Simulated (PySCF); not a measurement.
# NaC at PBE0

Computed with PBE0; Na cc-pVDZ, C cc-pVDZ; no relativity (PySCF 2.14).

For NaC, the state is ⁴Σ⁻ (quartet), unpaired electrons σ ↑, π ↑↑, the bond length is 0.2236 nm and the harmonic wavenumber is 431 cm⁻¹. The force constant is 0.864 mdyn/Å, the rotational constant Be is 0.4276 cm⁻¹ and the anharmonicity ωexe is 3.33 cm⁻¹. The vibration–rotation constant αe is 0.00506 cm⁻¹, the well depth De to Na + C is 45.0 kcal/mol and the dissociation energy D0 is 44.4 kcal/mol. The bond order (Mayer) is 0.87 and the dipole moment (positive dipole means Na(−)C(+)) is -7.26 D.

The state was picked by a PBE0 search and need not be the measured ground state.
